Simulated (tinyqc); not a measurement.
Inside a calculation. Method: G0W0 on RHF in the sto-3g basis, for LiH, spin multiplicity 1. Computed by tinyqc, a small Python program that keeps every step (integrals from PySCF). Settings: charge = 0, multiplicity = 1, basis = sto-3g, method = RHF, energy threshold = 1e-10, iteration cap = 76, orthogonalisation = symmetric, start = Wolfsberg-Helmholz matrix, DIIS depth = 6. Command: `OMP_NUM_THREADS=1 python tinyqc.py 21072 21073 out.jsonl` (the two numbers bound the seeds that draw the settings). One thread of a shared host (Intel(R) Xeon(R) Processor @ 2.60GHz), about 0.1 s of CPU time with the checks. The early iterations of the SCF are left out here.

## One-electron integrals

Geometry (angstrom):

| atom | x | y | z |
|---|---|---|---|
| Li | 0.000000 | 0.000000 | 0.000000 |
| H | 0.000000 | 0.000000 | 1.391000 |

Basis sto-3g: exponents (1/bohr^2) and contraction coefficients of normalised primitives:

| element | l (shell) | exponent | coefficient |
|---|---|---|---|
| Li | s (1) | 16.119575 | 0.154329 |
| Li | s (1) | 2.936201 | 0.535328 |
| Li | s (1) | 0.794651 | 0.444635 |
| Li | s (2) | 0.636290 | -0.099967 |
| Li | s (2) | 0.147860 | 0.399513 |
| Li | s (2) | 0.048089 | 0.700115 |
| Li | p (3) | 0.636290 | 0.155916 |
| Li | p (3) | 0.147860 | 0.607684 |
| Li | p (3) | 0.048089 | 0.391957 |
| H | s (1) | 3.425251 | 0.154329 |
| H | s (1) | 0.623914 | 0.535328 |
| H | s (1) | 0.168855 | 0.444635 |

Overlap, kinetic and nuclear-attraction integrals over the contracted functions; the nuclear repulsion is the sum of Za Zb / Rab.

nuclear repulsion = 1.14128802 hartree

overlap S:
```
           1Li 1s    1Li 2s   1Li 2px   1Li 2py   1Li 2pz     2H 1s
1Li 1s   1.000000  0.241137  0.000000  0.000000  0.000000  0.103495
1Li 2s   0.241137  1.000000  0.000000  0.000000  0.000000  0.447298
1Li 2px  0.000000  0.000000  1.000000  0.000000  0.000000  0.000000
1Li 2py  0.000000  0.000000  0.000000  1.000000  0.000000  0.000000
1Li 2pz  0.000000  0.000000  0.000000  0.000000  1.000000  0.544900
2H 1s    0.103495  0.447298  0.000000  0.000000  0.544900  1.000000
```

kinetic energy T (hartree):
```
            1Li 1s     1Li 2s   1Li 2px   1Li 2py   1Li 2pz      2H 1s
1Li 1s    3.576786  -0.020237  0.000000  0.000000  0.000000  -0.017265
1Li 2s   -0.020237   0.102163  0.000000  0.000000  0.000000   0.056735
1Li 2px   0.000000   0.000000  0.319682  0.000000  0.000000   0.000000
1Li 2py   0.000000   0.000000  0.000000  0.319682  0.000000   0.000000
1Li 2pz   0.000000   0.000000  0.000000  0.000000  0.319682   0.162619
2H 1s    -0.017265   0.056735  0.000000  0.000000  0.162619   0.760032
```

nuclear attraction V (hartree):
```
            1Li 1s     1Li 2s    1Li 2px    1Li 2py    1Li 2pz      2H 1s
1Li 1s   -8.363311  -1.056042   0.000000   0.000000  -0.021245  -0.458782
1Li 2s   -1.056042  -1.521396   0.000000   0.000000  -0.132641  -0.887714
1Li 2px   0.000000   0.000000  -1.475870   0.000000   0.000000   0.000000
1Li 2py   0.000000   0.000000   0.000000  -1.475870   0.000000   0.000000
1Li 2pz  -0.021245  -0.132641   0.000000   0.000000  -1.582082  -1.100247
2H 1s    -0.458782  -0.887714   0.000000   0.000000  -1.100247  -2.360577
```

core Hamiltonian H = T + V (hartree):
```
            1Li 1s     1Li 2s    1Li 2px    1Li 2py    1Li 2pz      2H 1s
1Li 1s   -4.786524  -1.076279   0.000000   0.000000  -0.021245  -0.476047
1Li 2s   -1.076279  -1.419233   0.000000   0.000000  -0.132641  -0.830978
1Li 2px   0.000000   0.000000  -1.156188   0.000000   0.000000   0.000000
1Li 2py   0.000000   0.000000   0.000000  -1.156188   0.000000   0.000000
1Li 2pz  -0.021245  -0.132641   0.000000   0.000000  -1.262400  -0.937629
2H 1s    -0.476047  -0.830978   0.000000   0.000000  -0.937629  -1.600545
```

## Two-electron integrals

Functions are numbered as in S; the eight-fold symmetry (ij|kl) = (ji|kl) = (kl|ij) leaves the list below.

Two-electron integrals (ij|kl) in chemists' order, unique and non-zero (hartree):
```
(11|11) 1.680395   (21|11) 0.265420   (21|21) 0.049941   (22|11) 0.397727
(22|21) 0.092860   (22|22) 0.290562   (31|31) 0.008981   (32|31) 0.013788
(32|32) 0.064184   (33|11) 0.396640   (33|21) 0.092880   (33|22) 0.290497
(33|33) 0.312946   (41|41) 0.008981   (42|41) 0.013788   (42|42) 0.064184
(43|43) 0.016869   (44|11) 0.396640   (44|21) 0.092880   (44|22) 0.290497
(44|33) 0.279207   (44|44) 0.312946   (51|51) 0.008981   (52|51) 0.013788
(52|52) 0.064184   (53|53) 0.016869   (54|54) 0.016869   (55|11) 0.396640
(55|21) 0.092880   (55|22) 0.290497   (55|33) 0.279207   (55|44) 0.279207
(55|55) 0.312946   (61|11) 0.112036   (61|21) 0.021136   (61|22) 0.039718
(61|33) 0.039252   (61|44) 0.039252   (61|51) 0.002503   (61|52) 0.004703
(61|55) 0.040671   (61|61) 0.009775   (62|11) 0.186133   (62|21) 0.043603
(62|22) 0.136142   (62|33) 0.130144   (62|44) 0.130144   (62|51) 0.007156
(62|52) 0.037337   (62|55) 0.148000   (62|61) 0.021713   (62|62) 0.095558
(63|31) 0.004202   (63|32) 0.017530   (63|53) 0.006322   (63|63) 0.008423
(64|41) 0.004202   (64|42) 0.017530   (64|54) 0.006322   (64|64) 0.008423
(65|11) 0.210337   (65|21) 0.049943   (65|22) 0.162365   (65|33) 0.151960
(65|44) 0.151960   (65|51) 0.011259   (65|52) 0.057116   (65|55) 0.182969
(65|61) 0.026296   (65|62) 0.126682   (65|65) 0.172086   (66|11) 0.377037
(66|21) 0.090028   (66|22) 0.300738   (66|33) 0.275989   (66|44) 0.275989
(66|51) 0.019067   (66|52) 0.110878   (66|55) 0.349646   (66|61) 0.047789
(66|62) 0.254976   (66|65) 0.353928   (66|66) 0.774606
```

## Orthogonalisation

S = U s U^T; symmetric (Loewdin) form X = U s^(-1/2) U^T, so that X^T S X = 1.

eigenvalues of S: 0.293092  0.795984  1.000000  1.000000  1.159262  1.751661

X:
```
            1Li 1s     1Li 2s   1Li 2px   1Li 2py    1Li 2pz      2H 1s
1Li 1s    1.023044  -0.122359  0.000000  0.000000   0.003453  -0.013285
1Li 2s   -0.122359   1.144181  0.000000  0.000000   0.148368  -0.339656
1Li 2px   0.000000   0.000000  1.000000  0.000000   0.000000   0.000000
1Li 2py   0.000000   0.000000  0.000000  1.000000   0.000000   0.000000
1Li 2pz   0.003453   0.148368  0.000000  0.000000   1.181326  -0.415632
2H 1s    -0.013285  -0.339656  0.000000  0.000000  -0.415632   1.303774
```

## Starting guess

The start is the generalised Wolfsberg-Helmholz matrix (K = 1.75) built on H; D = 2 C_occ C_occ^T.

D at the start:
```
            1Li 1s    1Li 2s   1Li 2px   1Li 2py    1Li 2pz      2H 1s
1Li 1s    1.995799  0.012176  0.000000  0.000000  -0.127872  -0.162840
1Li 2s    0.012176  0.104590  0.000000  0.000000   0.174625   0.289806
1Li 2px   0.000000  0.000000  0.000000  0.000000   0.000000   0.000000
1Li 2py   0.000000  0.000000  0.000000  0.000000   0.000000   0.000000
1Li 2pz  -0.127872  0.174625  0.000000  0.000000   0.302567   0.498469
2H 1s    -0.162840  0.289806  0.000000  0.000000   0.498469   0.822387
```

## Iteration 8 (converged): orbitals

converged F (hartree):
```
            1Li 1s     1Li 2s   1Li 2px   1Li 2py    1Li 2pz      2H 1s
1Li 1s   -2.343119  -0.640454  0.000000  0.000000   0.012229  -0.280873
1Li 2s   -0.640454  -0.235729  0.000000  0.000000  -0.120061  -0.303961
1Li 2px   0.000000   0.000000  0.163218  0.000000   0.000000   0.000000
1Li 2py   0.000000   0.000000  0.000000  0.163218   0.000000   0.000000
1Li 2pz   0.012229  -0.120061  0.000000  0.000000  -0.021222  -0.247139
2H 1s    -0.280873  -0.303961  0.000000  0.000000  -0.247139  -0.197256
```

Diagonalise F' = X^T F X, C = X C', fill 2 alpha and 2 beta electrons from the bottom; D = 2 C_occ C_occ^T. Each column has its largest component positive (the first on a tie).

F' = X^T F X (hartree):
```
           1          2         3         4          5          6
1  -2.288718  -0.340397  0.000000  0.000000   0.038773  -0.094206
2  -0.340397   0.009030  0.000000  0.000000   0.032135  -0.304333
3   0.000000   0.000000  0.163218  0.000000   0.000000   0.000000
4   0.000000   0.000000  0.000000  0.163218   0.000000   0.000000
5   0.038773   0.032135  0.000000  0.000000   0.169432  -0.341177
6  -0.094206  -0.304333  0.000000  0.000000  -0.341177   0.140664
```

orbital energies (hartree): MO1 -2.345965, MO2 -0.301843, MO3 0.079530, MO4 0.163218, MO5 0.163218, MO6 0.598686

coefficients C:
```
               MO1        MO2        MO3        MO4       MO5        MO6
1Li 1s    0.990819  -0.184999  -0.206818   0.000000  0.000000   0.055305
1Li 2s    0.030743   0.435093   0.804841   0.000000  0.000000  -0.789609
1Li 2px   0.000000   0.000000   0.000000  -0.112084  0.993699   0.000000
1Li 2py   0.000000   0.000000   0.000000   0.993699  0.112084   0.000000
1Li 2pz  -0.008489   0.353481  -0.611880   0.000000  0.000000  -1.044455
2H 1s     0.010968   0.540666  -0.129138   0.000000  0.000000   1.295764
```

D after iteration 8:
```
            1Li 1s     1Li 2s   1Li 2px   1Li 2py    1Li 2pz      2H 1s
1Li 1s    2.031895  -0.100062  0.000000  0.000000  -0.147610  -0.178311
1Li 2s   -0.100062   0.380502  0.000000  0.000000   0.307073   0.471155
1Li 2px   0.000000   0.000000  0.000000  0.000000   0.000000   0.000000
1Li 2py   0.000000   0.000000  0.000000  0.000000   0.000000   0.000000
1Li 2pz  -0.147610   0.307073  0.000000  0.000000   0.250042   0.382045
2H 1s    -0.178311   0.471155  0.000000  0.000000   0.382045   0.584881
```

Within a degenerate level the vectors are fixed only up to a rotation; this is one choice.

## Convergence

Stop when the energy changes by less than 1e-10 hartree and every element of the error matrix X^T (F D S - S D F) X is below 3e-06.

Course of the cycle:

| iteration | E (hartree) | change | largest element of the error matrix |
|---|---|---|---|
| 1 | -7.83984378 | - | 9.73e-02 |
| 2 | -7.85655016 | -1.67e-02 | 2.56e-02 |
| 3 | -7.85926421 | -2.71e-03 | 1.13e-02 |
| 4 | -7.86002665 | -7.62e-04 | 7.46e-04 |
| 5 | -7.86002729 | -6.44e-07 | 1.21e-04 |
| 6 | -7.86002731 | -1.84e-08 | 1.92e-05 |
| 7 | -7.86002731 | -4.96e-10 | 2.18e-06 |
| 8 | -7.86002731 | -6.42e-12 | 4.20e-08 |

PySCF RHF in the same basis = -7.86002731 hartree

Converged in 8 iterations.

## Populations, bond orders and dipole

Mulliken: Z minus the diagonal of D S on the atom; Loewdin: the same with S^(1/2) D S^(1/2); Mayer order: 2 sum_s sum (D(s) S)_ij (D(s) S)_ji over the two atoms.

Charges (e):

| atom | Mulliken | Loewdin |
|---|---|---|
| 1Li | -0.014650 | -0.011324 |
| 2H | 0.014650 | 0.011324 |

Mayer bond orders:

| pair | order |
|---|---|
| 2-1 | 0.999785 |

dipole moment about the origin, x y z (debye): 0.000000  0.000000  -4.820957

## Integrals over molecular orbitals

(pq|rs) = sum C_ip C_jq C_kr C_ls (ij|kl), one index at a time.

one-electron integrals over orbitals h = C^T H C (hartree):
```
           1          2          3          4          5          6
1  -4.776538   0.115237   0.169468   0.000000   0.000000  -0.012523
2   0.115237  -1.576970   0.038433   0.000000   0.000000  -0.122845
3   0.169468   0.038433  -1.140702   0.000000   0.000000   0.034168
4   0.000000   0.000000   0.000000  -1.156188   0.000000   0.000000
5   0.000000   0.000000   0.000000   0.000000  -1.156188   0.000000
6  -0.012523  -0.122845   0.034168   0.000000   0.000000  -0.916182
```

Two-electron integrals over orbitals (pq|rs), unique and non-zero (hartree):
```
(11|11) 1.657377    (21|11) -0.123847   (21|21) 0.016694    (22|11) 0.394945
(22|21) 0.008610    (22|22) 0.501932    (31|11) -0.136345   (31|21) 0.011985
(31|22) -0.018606   (31|31) 0.021297    (32|11) 0.009395    (32|21) -0.004090
(32|22) -0.045237   (32|31) 0.000294    (32|32) 0.011297    (33|11) 0.396129
(33|21) -0.012486   (33|22) 0.230284    (33|31) 0.002205    (33|32) 0.004704
(33|33) 0.339532    (41|41) 0.009822    (42|41) 0.007690    (42|42) 0.024632
(43|41) 0.010234    (43|42) 0.019183    (43|43) 0.041406    (44|11) 0.396289
(44|21) -0.004884   (44|22) 0.280641    (44|31) -0.004887   (44|32) 0.003716
(44|33) 0.282415    (44|44) 0.312946    (51|51) 0.009822    (52|51) 0.007690
(52|52) 0.024632    (53|51) 0.010234    (53|52) 0.019183    (53|53) 0.041406
(54|54) 0.016869    (55|11) 0.396289    (55|21) -0.004884   (55|22) 0.280641
(55|31) -0.004887   (55|32) 0.003716    (55|33) 0.282415    (55|44) 0.279207
(55|55) 0.312946    (61|11) 0.028824    (61|21) -0.006645   (61|22) -0.004580
(61|31) 0.000301    (61|32) 0.000569    (61|33) 0.008300    (61|44) -0.000364
(61|55) -0.000364   (61|61) 0.005546    (62|11) -0.011278   (62|21) 0.007140
(62|22) 0.138757    (62|31) -0.002521   (62|32) -0.032456   (62|33) -0.005490
(62|44) -0.004421   (62|55) -0.004421   (62|61) 0.001159    (62|62) 0.122207
(63|11) 0.017468    (63|21) -0.005129   (63|22) -0.050629   (63|31) 0.004629
(63|32) 0.007518    (63|33) 0.036159    (63|44) 0.000617    (63|55) 0.000617
(63|61) 0.003859    (63|62) -0.030343   (63|63) 0.026316    (64|41) -0.005759
(64|42) -0.019280   (64|43) -0.013902   (64|64) 0.019004    (65|51) -0.005759
(65|52) -0.019280   (65|53) -0.013902   (65|65) 0.019004    (66|11) 0.361270
(66|21) 0.005882    (66|22) 0.460040    (66|31) -0.011494   (66|32) -0.040852
(66|33) 0.242487    (66|44) 0.270187    (66|55) 0.270187    (66|61) -0.000671
(66|62) 0.146531    (66|63) -0.042909   (66|66) 0.456876
```

## Screening: direct RPA

With D = e_a - e_i and K = (ia|jb): diagonalise D^(1/2) (D + 4K) D^(1/2) = Z w^2 Z^T; X + Y = D^(1/2) Z w^(-1/2), each column of Z with its largest component positive (the first on a tie); E_c = (sum w - tr (D + 2K)) / 2.

D^(1/2) (D + 4K) D^(1/2) (hartree^2):
```
           1>3       1>4       1>5       1>6        2>3       2>4       2>5        2>6
1>3   6.089650  0.000000  0.000000  0.003216   0.001133  0.000000  0.000000  -0.014905
1>4   0.000000  6.394582  0.000000  0.000000   0.000000  0.033229  0.000000   0.000000
1>5   0.000000  0.000000  6.394582  0.000000   0.000000  0.000000  0.033229   0.000000
1>6   0.003216  0.000000  0.000000  8.736287   0.002410  0.000000  0.000000   0.007549
2>3   0.001133  0.000000  0.000000  0.002410   0.162678  0.000000  0.000000  -0.076081
2>4   0.000000  0.033229  0.000000  0.000000   0.000000  0.262103  0.000000   0.000000
2>5   0.000000  0.000000  0.033229  0.000000   0.000000  0.000000  0.262103   0.000000
2>6  -0.014905  0.000000  0.000000  0.007549  -0.076081  0.000000  0.000000   1.251156
```

excitation energies w (hartree): 0.396718  0.511784  0.511784  1.120890  2.467730  2.528787  2.528787  2.955723

X + Y:
```
             1          2          3          4          5          6         7         8
1>3  -0.000039   0.000000   0.000000   0.004550   0.991400   0.000000  0.000000  0.001096
1>4   0.000000  -0.010568   0.005678   0.000000   0.000000   0.840695  0.534275  0.000000
1>5   0.000000  -0.005678  -0.010568   0.000000   0.000000  -0.534275  0.840695  0.000000
1>6  -0.000930   0.000000   0.000000  -0.001598  -0.001318   0.000000  0.000000  0.998124
2>3   0.978106   0.000000   0.000000  -0.040477   0.000091   0.000000  0.000000  0.000098
2>4   0.000000   0.839714  -0.451175   0.000000   0.000000   0.001961  0.001246  0.000000
2>5   0.000000   0.451175   0.839714   0.000000   0.000000  -0.001246  0.001961  0.000000
2>6   0.104550   0.000000   0.000000   0.894163  -0.001864   0.000000  0.000000  0.000554
```

RPA correlation energy = -0.01842078 hartree

Within a degenerate level the vectors are fixed only up to a rotation; this is one choice.

## G0W0 on Hartree-Fock: HOMO

W(p,q,m) = sqrt2 sum_ia (pq|ia) (X+Y)_ia,m; Sigma_c(x) = sum_(i,m) W^2/(x - e_i + w_m) + sum_(a,m) W^2/(x - e_a - w_m); solve x = e_p + Sigma_c(x) by Newton steps; Z = 1/(1 - dSigma/dx); 1 hartree = 27.211386 eV.

The 12 largest terms at x = e_p (hartree; W for the signs of X + Y given):

| q | m | W | term |
|---|---|---|---|
| 2 | 4 | 0.177943 | 0.028249 |
| 6 | 4 | 0.156375 | -0.012097 |
| 2 | 1 | -0.042051 | 0.004457 |
| 3 | 4 | -0.041688 | -0.001157 |
| 4 | 2 | 0.029136 | -0.000869 |
| 5 | 3 | 0.029136 | -0.000869 |
| 6 | 1 | -0.026827 | -0.000555 |
| 2 | 5 | -0.026450 | 0.000284 |
| 5 | 2 | 0.015655 | -0.000251 |
| 4 | 3 | -0.015655 | -0.000251 |
| 3 | 1 | 0.010826 | -0.000151 |
| 1 | 5 | 0.016797 | 0.000063 |

Newton steps (hartree):

| step | x | Sigma_c(x) | Z |
|---|---|---|---|
| 0 | -0.301843 | 0.016836 | 0.955764 |
| 1 | -0.285752 | 0.016102 | 0.957007 |
| 2 | -0.285741 | 0.016102 | 0.957007 |

quasiparticle energy of the HOMO = -7.775413 eV

Hartree-Fock value = -8.213559 eV

## G0W0 on Hartree-Fock: LUMO

As before.

The 12 largest terms at x = e_p (hartree; W for the signs of X + Y given):

| q | m | W | term |
|---|---|---|---|
| 2 | 4 | -0.041688 | 0.001157 |
| 6 | 4 | -0.038779 | -0.000917 |
| 4 | 2 | 0.022628 | -0.000860 |
| 5 | 3 | 0.022628 | -0.000860 |
| 5 | 2 | 0.012158 | -0.000248 |
| 4 | 3 | -0.012158 | -0.000248 |
| 1 | 5 | 0.029866 | 0.000182 |
| 2 | 1 | 0.010826 | 0.000151 |
| 3 | 1 | 0.005684 | -0.000081 |
| 5 | 7 | 0.012220 | -0.000057 |
| 4 | 6 | 0.012220 | -0.000057 |
| 3 | 4 | -0.007217 | -0.000046 |

Newton steps (hartree):

| step | x | Sigma_c(x) | Z |
|---|---|---|---|
| 0 | 0.079530 | -0.002040 | 0.994375 |
| 1 | 0.077501 | -0.002029 | 0.994401 |
| 2 | 0.077501 | -0.002029 | 0.994401 |

quasiparticle energy of the LUMO = 2.108922 eV

Hartree-Fock value = 2.164122 eV
